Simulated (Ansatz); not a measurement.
# OF (Oxygen monofluoride) at 6 levels

We compute a comparison of 6 runs (UHF/STO-3G, UBHLYP/STO-3G, UHSE06/STO-3G, USVWN5/STO-3G, RPA@PBE/STO-3G, UCCSD/STO-3G) of OF (Oxygen monofluoride). 

Program for the calculation: Ansatz 0.2.0.

48 further runs of the same task are left out: 7 that didn't finish, 41 set aside as unsound or not needed.

## (1) The structure to begin with

OF: 2 atoms, total charge 0, spin state doublet. As SMILES, `[O]F`. The F2–O1 distance was set to 1.996 Å, away from the relaxed value.

## (2) The energy at UHF/STO-3G (run 1)

input.yaml reads:

```yaml
crystal:
  periodic: [false, false, false]
  atoms:
    - {symbol: O, position_ang: [0.000000, 0.000000, -0.681100]}
    - {symbol: F, position_ang: [-0.000000, -0.000000, 1.314400]}
basis:
  gaussian:
    orbitals: STO-3G
magnetization:
  spin_polarized: true
  initial_magnetization: 1
hamiltonian:
  xc: hf
accuracy: high
```

Command:

```sh
$ ansatz run input.yaml --threads 1 --pin off --max-ram 3480MiB --events-out events.jsonl --progress --plain --runs-dir runs
```

Output:

```text
Warning: RAYON_NUM_THREADS=1 ignored (pool sized by the plan → 1); use --threads N
Functional definition: HF
  name "HF"
  exchange = exact_x
  correlation = 0
148 factors; integrals over basis functions are off by at most 2.9e-8 eV
mean field evaluation 1: about -4664.3265 eV, gradient 1.5e1 eV
mean field evaluation 2: about -4664.3432 eV, gradient 1.5e1 eV
mean field evaluation 4: about -4668.6599 eV, gradient 4.7e0 eV
mean field evaluation 8: about -4668.9051 eV, gradient 1.1e-1 eV
mean field evaluation 16: about -4674.6833 eV, gradient 3.6e-5 eV
mean field evaluation 32: about -4674.5325 eV, gradient 5.6e-1 eV
mean field evaluation 64: about -4674.6673 eV, gradient 5.5e-1 eV
mean field evaluation 96: about -4673.9115 eV, gradient 2.9e-2 eV
mean field evaluation 128: about -4674.6536 eV, gradient 6.4e-1 eV
mean field evaluation 160: about -4667.5786 eV, gradient 1.2e1 eV
mean field evaluation 192: about -4673.9476 eV, gradient 3.2e-1 eV
mean field -4674.68327458 eV, -171.7914417265 hartree, gradient 2.2e-8 eV, S^2 1.698516; 15 other end points of the search recorded, 0 dependent functions left out
reference -4674.68327458 eV, -171.7914417265 hartree; 9, 8 occupied and 1, 2 virtual orbitals, 148 factors
Total energy: -4674.68327458 eV, -171.7914417265 hartree
```

Wall time 0.12 s (1 thread of Intel Xeon 6975P-C (Granite Rapids), shared host).

## (3) A single-point energy at UBHLYP/STO-3G (run 2)

run.yaml reads:

```yaml
basis:
  gaussian:
    orbitals: STO-3G
crystal:
  periodic: [false, false, false]
  atoms:
    - {symbol: O, position_ang: [0.000000, 0.000000, -0.681100]}
    - {symbol: F, position_ang: [-0.000000, -0.000000, 1.314400]}
magnetization:
  spin_polarized: true
  initial_magnetization: 1
hamiltonian:
  xc: {name: BHLYP}
accuracy: high
```

Command:

```sh
$ ansatz run run.yaml --threads 1 --pin off --max-ram 3480MiB --events-out events.jsonl --progress --plain --runs-dir runs
```

Output:

```text
Warning: RAYON_NUM_THREADS=1 ignored (pool sized by the plan → 1); use --threads N
Functional definition: BHLYP
  name "BHLYP"
  parameter a = 0.5
  exchange = (1 - a)*b88_x + a*exact_x
  correlation = lyp_c
148 factors; integrals over basis functions are off by at most 2.9e-8 eV
mean field evaluation 1: about -4683.3972 eV, gradient 1.6e1 eV
mean field evaluation 2: about -4641.5901 eV, gradient 5.3e1 eV
mean field evaluation 4: about -4685.3475 eV, gradient 1.1e1 eV
mean field evaluation 8: about -4686.4560 eV, gradient 1.5e0 eV
mean field evaluation 16: about -4686.4731 eV, gradient 1.5e-4 eV
mean field evaluation 32: about -4689.0415 eV, gradient 9.6e-3 eV
mean field -4689.05555065 eV, -172.3196131304 hartree, gradient 1.1e-8 eV, S^2 1.627087; 4 other end points of the search recorded, 0 dependent functions left out
reference -4689.05555883 eV, -172.3196134310 hartree; 9, 8 occupied and 1, 2 virtual orbitals, 148 factors
Total energy: -4689.05555883 eV, -172.3196134310 hartree
```

It took 1.1 s on 1 thread of Intel Xeon 6975P-C (Granite Rapids), shared host.

## (4) A single-point energy at UHSE06/STO-3G (run 3)

in.yaml reads:

```yaml
basis:
  gaussian: {orbitals: STO-3G}
crystal:
  periodic: [false, false, false]
  atoms:
    - {symbol: O, position_ang: [0.000000, 0.000000, -0.681100]}
    - {symbol: F, position_ang: [-0.000000, -0.000000, 1.314400]}
accuracy: high
total_charge: 0
magnetization: {spin_polarized: true, initial_magnetization: 1}
hamiltonian: {xc: hse06}
```

Command:

```sh
$ ansatz run in.yaml --threads 1 --pin off --max-ram 3480MiB --events-out events.jsonl --progress --plain --runs-dir runs
```

Output:

```text
Warning: RAYON_NUM_THREADS=1 ignored (pool sized by the plan → 1); use --threads N
Functional definition: HSE06
  name "HSE06"
  parameter a = 0.25
  parameter omega = 0.11/bohr
  exchange = pbe_x - a*pbe_x_sr(omega) + a*exact_x_sr(omega)
  correlation = pbe_c
148 factors; integrals over basis functions are off by at most 2.9e-8 eV
32 factors; integrals over basis functions are off by at most 4.0e-10 eV
mean field evaluation 1: about -4683.1566 eV, gradient 1.0e1 eV
mean field evaluation 2: about -4637.2876 eV, gradient 5.4e1 eV
mean field evaluation 4: about -4680.6355 eV, gradient 1.9e1 eV
mean field evaluation 8: about -4685.5334 eV, gradient 5.1e-2 eV
mean field evaluation 16: about -4685.2992 eV, gradient 3.4e0 eV
mean field evaluation 32: about -4685.4991 eV, gradient 4.0e-1 eV
mean field -4685.53829866 eV, -172.1903565037 hartree, gradient 2.0e-8 eV, S^2 1.534439; 4 other end points of the search recorded, 0 dependent functions left out
reference -4685.53829920 eV, -172.1903565237 hartree; 9, 8 occupied and 1, 2 virtual orbitals, 148 factors
Total energy: -4685.53829920 eV, -172.1903565237 hartree
```

Run time: 0.78 s. Hardware: 1 thread of Intel Xeon 6975P-C (Granite Rapids), shared host.

Runs 4 to 5 aren't shown in full; the table further down has their settings and results.

## (5) A single-point energy at UCCSD/STO-3G (run 6)

run.yaml reads:

```yaml
crystal:
  periodic: [false, false, false]
  atoms:
    - {symbol: O, position_ang: [0.000000, 0.000000, -0.681100]}
    - {symbol: F, position_ang: [-0.000000, -0.000000, 1.314400]}
basis:
  gaussian: {orbitals: STO-3G}
magnetization: {spin_polarized: true, initial_magnetization: 1}
correlation: {method: ccsd, frozen_orbitals: {F: 1, O: 1}}
accuracy: high
scf: {omitted_lower_state_checks: [cluster_reference, increment]}
```

Command:

```sh
$ ansatz run run.yaml --threads 1 --pin off --max-ram 3480MiB --events-out events.jsonl --progress --plain --runs-dir runs
```

Output:

```text
Warning: RAYON_NUM_THREADS=1 ignored (pool sized by the plan → 1); use --threads N
[... 19 lines left out ...]
2 core orbitals not correlated: weight in the atoms' cores, before any rotation towards them, 1.000 or more for the frozen orbitals, at most 0.000 for the correlated occupied ones
[... 70 lines left out ...]
WARN: these amplitudes may be one of several solutions (largest doubles amplitude 0.54, level shift 0.00 eV)
Total energy: -4674.95251210 eV, -171.8013360230 hartree
Checks for a lower state left out: cluster_reference, increment
```

It took 0.22 s on 1 thread of Intel Xeon 6975P-C (Granite Rapids), shared host.

## (6) The series

| run | level | frozen core orbitals | energy (Eh) | ⟨S²⟩ | wall time |
| --- | --- | --- | --- | --- | --- |
| 1 | UHF/STO-3G | – | -171.791442 | 1.699 | 0.12 s |
| 2 | UBHLYP/STO-3G | – | -172.319613 | 1.627 | 1.1 s |
| 3 | UHSE06/STO-3G | – | -172.190357 | 1.534 | 0.78 s |
| 4 | USVWN5/STO-3G | – | -171.096349 | 1.392 | 1.1 s |
| 5 | RPA@PBE/STO-3G | 2 | -171.816560 | 1.448 | 2.6 s |
| 6 | UCCSD/STO-3G | 2 | -171.801336 | 1.699 | 0.22 s |

## (7) Outcome

```
                                          quantity          value
                               run 6: total energy  -171.80134 Eh
run 6: correlation energy (2 core orbitals frozen)       -9.9 mEh
          run 6: ⟨S²⟩ of the reference determinant          1.699
                              run 6: T1 diagnostic          0.036
```

Totals of different functionals can't be ranked against each other. In runs 1, 2, 3, 4, 5, 6 the basis is minimal, so the values are rough. Spin contamination of the reference: run 1 ⟨S²⟩ = 1.70, run 6 ⟨S²⟩ = 1.70, run 2 ⟨S²⟩ = 1.63, run 3 ⟨S²⟩ = 1.53, run 5 ⟨S²⟩ = 1.45, run 4 ⟨S²⟩ = 1.39. Where it is this large, the reference is a mixture of spin states, and values that rest on it are in doubt. All runs together took 6 s, the longest 2.6 s.
